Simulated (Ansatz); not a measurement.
We consider body-centred tetragonal In, described by PBEsol (plane waves, PAW; Ansatz, a first-principles code).

Settings: plane-wave cutoff 520 eV, 24×24×24 k mesh, Fermi–Dirac smearing 0.05 eV, scalar-relativistic PAW data made under PBE.

Response to compression and expansion:

Shape and atoms are relaxed at each volume.

| V (Å³/atom) | P (GPa) | c (Å) | a (Å) |
|---|---|---|---|
| 24.527 | 2.04 | 4.851 | 3.180 |
| 25.038 | 0.96 | 4.890 | 3.200 |
| 25.549 | 0.00 | 4.923 | 3.222 |
| 26.060 | -0.84 | 4.956 | 3.243 |
| 26.571 | -1.59 | 4.994 | 3.262 |

Note: the bulk modulus comes from volumes at which shape and atoms were relaxed.
